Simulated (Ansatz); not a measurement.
# Structure optimisation: nickel, fcc

These are results of DFT, r2SCAN, plane waves (500 eV) with PAW, scalar-relativistic (Ansatz), not measurements. (PAW data from PBE, frozen cores regenerated.)

k-point mesh 15×15×15, Fermi-Dirac smearing 0.05 eV, starting moments 0.80 μB. Cell and atoms relax.

Starting structure:

```
Ni
1.0
     0.00000    1.76194    1.76194
     1.76194    0.00000    1.76194
     1.76194    1.76194    0.00000
Ni
1
Direct
  0.00000 0.00000 0.00000
```

Q: What cell does the relaxation end in?

A: Fm-3m (spin ignored) with a = 3.476 Å; 10.50 Å³ per atom against 10.94 at the start (-4.0 %).

Q: How much energy does the relaxation gain?

A: 11.6 meV per atom.

Path of the relaxation (the plane waves are chosen anew near the end, which can shift the energy a little):

```json
{"step": "0", "E − E(final) (meV/atom)": "11.59", "V (Å³/atom)": "10.940", "P (GPa)": "-8.10", "max force (eV/Å)": "0.000"}
{"step": "1", "E − E(final) (meV/atom)": "2.70", "V (Å³/atom)": "10.717", "P (GPa)": "-4.23", "max force (eV/Å)": "0.000"}
{"step": "2", "E − E(final) (meV/atom)": "-0.42", "V (Å³/atom)": "10.484", "P (GPa)": "0.41", "max force (eV/Å)": "0.000"}
{"step": "3", "E − E(final) (meV/atom)": "-0.42", "V (Å³/atom)": "10.504", "P (GPa)": "-0.02", "max force (eV/Å)": "0.000"}
{"step": "4", "E − E(final) (meV/atom)": "0.00", "V (Å³/atom)": "10.504", "P (GPa)": "-0.07", "max force (eV/Å)": "0.000"}
{"step": "5", "E − E(final) (meV/atom)": "0.00", "V (Å³/atom)": "10.501", "P (GPa)": "0.00", "max force (eV/Å)": "0.000"}
{"step": "6", "E − E(final) (meV/atom)": "0.00", "V (Å³/atom)": "10.501", "P (GPa)": "0.00", "max force (eV/Å)": "0.000"}
```

Q: Which magnetic state does it end in?

A: ferromagnetic, net 0.71 μB per atom; moments 0.78 μB.
